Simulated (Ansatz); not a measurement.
Basis-set extrapolation for C3H5NO (`CCOC#N`) (PBE0-D4/def2-TZVP geometry, frozen core, Ansatz 0.2.0). Multiplicity 1, RHF reference.

```csv
,def2-TZVPP,def2-QZVPP
HF,-245.892100,-245.902934
MP2 correlation,-0.915322,-0.978324
CCSD(T) correlation,-0.980066,not run
```

Energies in hartree. Use E(X) = E(∞) + A·exp(−7.88·√X) for Hartree–Fock and E(X) = E(∞) + B·X^(−2.97) for correlation, with X = 3 and 4, and add CCSD(T) minus MP2 of the smaller set to the MP2 limit.

Problem. What is the CCSD(T) energy at the basis-set limit?

Solution. HF limit: -245.902934 + (-0.010834) × 0.13774 = -245.90443. MP2 limit: -0.978324 + (-0.063002) × 0.74074 = -1.02499. Higher-order term: -0.980066 − (-0.915322) = -0.06474. Total: -246.99416 hartree, 320.3 kJ/mol below CCSD(T)/def2-TZVPP.
